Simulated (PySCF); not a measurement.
# Which basis set comes closest?

Molecule: SMILES C(OC=C)=C, C4H6O.

Molfile (atoms numbered from 1):
```
C4H6O
     RDKit          3D

 11 10  0  0  0  0  0  0  0  0999 V2000
   -2.2562    0.6921    0.0545 C   0  0  0  0  0  0  0  0  0  0  0  0
   -1.1812   -0.0885    0.1375 C   0  0  0  0  0  0  0  0  0  0  0  0
    0.0737    0.3884   -0.0281 O   0  0  0  0  0  0  0  0  0  0  0  0
    1.1124   -0.4759    0.0144 C   0  0  0  0  0  0  0  0  0  0  0  0
    2.3730   -0.0828   -0.1535 C   0  0  0  0  0  0  0  0  0  0  0  0
   -2.1634    1.7594   -0.1540 H   0  0  0  0  0  0  0  0  0  0  0  0
   -3.2468    0.2613    0.1988 H   0  0  0  0  0  0  0  0  0  0  0  0
   -1.2470   -1.1643    0.3459 H   0  0  0  0  0  0  0  0  0  0  0  0
    0.8394   -1.5229    0.2000 H   0  0  0  0  0  0  0  0  0  0  0  0
    2.6175    0.9647   -0.3394 H   0  0  0  0  0  0  0  0  0  0  0  0
    3.1767   -0.8170   -0.1054 H   0  0  0  0  0  0  0  0  0  0  0  0
  1  2  2  0
  2  3  1  0
  3  4  1  0
  4  5  2  0
  1  6  1  0
  1  7  1  0
  2  8  1  0
  4  9  1  0
  5 10  1  0
  5 11  1  0
M  END
```

Geometry PBE0-D3(BJ)/def2-SVP throughout; GIAO in PySCF 2.14, gas phase, one conformer, non-relativistic; equivalent atoms averaged; functional PBE0.

Reference values (measured; solution, not stated per compound (mostly CDCl3 or CCl4); Pretsch, Buehlmann, Badertscher, Structure Determination of Organic Compounds, 4th ed. (2009)): δ(H8/H9) = 6.49 ppm. Computed shifts are taken against TMS, calculated as an isolated molecule at each level.

How do the basis sets STO-3G, 6-31G, pcSseg-0, 6-31G*, def2-SVP, cc-pVDZ, pcSseg-1, aug-cc-pVDZ, 6-311+G(2d,p), def2-TZVP, cc-pVTZ, IGLO-III, pcSseg-2 perform against the reference? Times are CPU seconds on shared hosts with different chips, so compare them loosely.

Answers


```
    basis set  functions  H8/H9  abs. error H  core-s
       STO-3G         31   5.22          1.27     1.6
        6-31G         57   6.48          0.01     2.9
     pcSseg-0         57   6.28          0.21     5.8
       6-31G*         82   6.26          0.23     4.1
     def2-SVP        100   6.01          0.48     4.7
      cc-pVDZ        100   6.12          0.37      11
     pcSseg-1        115   6.22          0.27     5.7
  aug-cc-pVDZ        169   6.69          0.20      22
6-311+G(2d,p)        171   6.59          0.10      11
    def2-TZVP        191   6.59          0.10      13
      cc-pVTZ        234   6.53          0.04      35
     IGLO-III        235   6.57          0.08      34
     pcSseg-2        264   6.54          0.05      19
```

For ¹H the closest is 6-31G (0.01 ppm) and the furthest STO-3G (1.27 ppm). Where a smaller basis beats a larger one, errors probably cancel; the largest sets show where the functional converges. One molecule is a small sample, and vibrational and solvent effects are absent from the calculation.

A small basis that lands close on one nucleus may do so by chance; judge by the trend and by all nuclei.
